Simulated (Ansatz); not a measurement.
**Basis or method: vertical detachment to the singlet of AlH⁻**

AlH⁻, doublet; coordinates (Å): Al 0.000 0.000 0.000; H 0.000 0.000 1.706. Quantity: vertical detachment to the singlet.

Ansatz 0.2.0, basis aug-cc-pVDZ or aug-cc-pVTZ; geometries are PBE0/def2-TZVP minima. Wave-function levels freeze the cores; HF, MP2 and coupled cluster are restricted for singlets and unrestricted otherwise, Kohn–Sham unrestricted where that lies lower. NEVPT2 stands on CASSCF in the full valence space. The reference is CCSDT(Q) or full CI (coupled cluster only where its series has nearly closed). Semilocal and hybrid functionals correlate all electrons outside any core potential and usually lie nearer their basis limit than the reference, so part of their error here is the reference's basis and frozen-core error; RPA and the MP2 part of double hybrids freeze the same cores as the reference. None of these values is a measured one. Energies are electronic, without zero-point terms. No spin–orbit coupling and no scalar relativity. The species are chosen: bound, without strong static correlation by their natural occupations or amplitudes, in their lowest spin state as far as vertical gaps and like structures tell, with only the lowest ion state computed, and with a ladder that closes on the reference, so errors are smaller than for species at large; levels whose determinant breaks symmetry or spin markedly are left out.

```
    level  aug-cc-pVDZ (eV)  aug-cc-pVTZ (eV)
reference   0.129 (full CI)  0.200 (CCSDT(Q))
      MP2             0.064             0.113
  CCSD(T)             0.116             0.184
   NEVPT2            -0.157            -0.099
      PBE             0.379             0.382
     PBE0             0.348             0.349
  wB97M-V             0.078             0.077
  RPA-PBE             0.327             0.470
```

From aug-cc-pVDZ to aug-cc-pVTZ the reference moves by 0.071 eV and PBE by 0.003; the step from CCSD(T) to the reference is 0.013 in the first and 0.016 in the last.
